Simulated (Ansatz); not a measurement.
One crystal and one scan (energy against volume) at two levels, PBE (plane waves to 420 eV, PAW, scalar-relativistic; Ansatz, a program for electronic structure) and r2SCAN (plane waves to 500 eV, PAW, scalar-relativistic; Ansatz), each from its own relaxed cell and on its own mesh. The cell shown is that of PBE.

W (bcc, W type)

```
W
1.0
   -1.59176     1.59176     1.59176
    1.59176    -1.59176     1.59176
    1.59176     1.59176    -1.59176
W
1
Direct
  0.00000   0.00000   0.00000
```

E(V) scan at fixed shape, V₀ the volume above. Symmetry pins the atoms to their sites.

E stands for the smeared free energy. Spin-orbit coupling is left out, though W is heavy. W is run without spin polarisation. W was relaxed with its symmetry unable to fall. Both scans cover V/V₀ from 0.900 to 1.100.

ΔE (meV/atom), each from the relaxed starting cell of its own level:

```
V/V₀   PBE    r2SCAN
-----  ---  --------
0.900  184       189
0.925   99       101
0.950   42        43
0.975   10        10
1.000    0         0
1.025    9         9
1.050   35        36
1.075   76        79
1.100  130  withheld
```

### Question
Estimate the r2SCAN value at 1.100 from the PBE value there and the ratio of the two levels in the two nearest given rows on that side of the minimum.

### Answer
At 1.075 and 1.050 the ratio r2SCAN/PBE averages 1.034, which gives 1.034 × 130 = 134 meV/atom. The calculation gives 135 meV/atom, +3.8 % against PBE.

(A scan under strain: stresses follow from slopes of the energy per volume, elastic moduli from its curvatures.)
